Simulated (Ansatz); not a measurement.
Molecule: HO (charge 0, doublet). 
Structure (B3LYP-D3(BJ)/def2-TZVP (Ansatz, an electronic-structure program) minimum search):
```xyz
2

O      0.0000     0.0000    -0.1085
H      0.0000     0.0000     0.8682
```
Charge 0, spin multiplicity 2.

Parts of the frozen-core correlation energy in cc-pVDZ (Ansatz, hartree). Frozen orbitals: 1; correlated occupied orbitals by spin: 4 and 3; virtual: 14 and 15. UHF or UKS for open shells. Spin-orbit coupling is left out. No relativistic terms.

```csv
term,value
reference (HF),-75.39364
MP2 opposite-spin,…
MP2 same-spin,-0.03619
CCSD correlation,…
(T),…
CCSDT minus CCSD(T),-0.00019
CCSDT(Q) minus CCSD(T),-0.00045
T1 diagnostic,0.006
largest doubles amplitude,0.053
<S^2> of the reference,0.755
```

Fill in the missing entries.


- MP2 opposite-spin, value: -0.11302
- CCSD correlation, value: -0.16397
- (T), value: -0.00174
